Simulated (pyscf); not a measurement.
H₃C–Zn–OH (SMILES [CH3][Zn][OH]) + CH₃• (SMILES [CH3]) → H₃C–CH₃ (SMILES CC) + [HO–Zn]• (SMILES [OH][Zn]), a substitution at C (doublet surface; C–Zn broken, C–C formed). Optimised with ωB97X-D3(BJ)/def2-SVP in PySCF. Energies in kcal/mol from the separated reactants.

Small-basis levels: PySCF, no dispersion term, spherical d functions. AM1 to PM7: differences of heats of formation from MOPAC, which are fitted to 298 K values and so differ in kind from electronic energies by zero-point and thermal terms. Open shells are spin-unrestricted. 

| level | barrier | reaction energy |
|---|---|---|
| HF/3-21G | 45.7 | -5.1 |
| SVWN5/6-31G*+LANL2DZ | 2.1 | -37.9 |
| PBE/6-31G*+LANL2DZ | ? | -34.4 |
| M06-2X/6-31G*+LANL2DZ | 18.1 | -34.3 |
| B3LYP/def2-SVP | 24.9 | -21.5 |
| AM1 | ? | -35.7 |
| PM6 | 32.1 | -5.6 |
| ωB97M-D3(BJ)/def2-TZVP | ? | -20.9 |

Task: Fill in the missing entries.

Result: 
- PBE/6-31G*+LANL2DZ, barrier: 10.2
- AM1, barrier: 13.7
- ωB97M-D3(BJ)/def2-TZVP, barrier: 27.8

Against the last row the barrier runs from -25.6 (SVWN5/6-31G*+LANL2DZ) to +18.0 kcal/mol (HF/3-21G). ωB97M-D3(BJ)/def2-TZVP has limits of its own. This is the saddle that the search found; another between the same sides may lie lower. The angle at the attacked C is 176°. In the def2 sets elements up to Kr have no core potential.
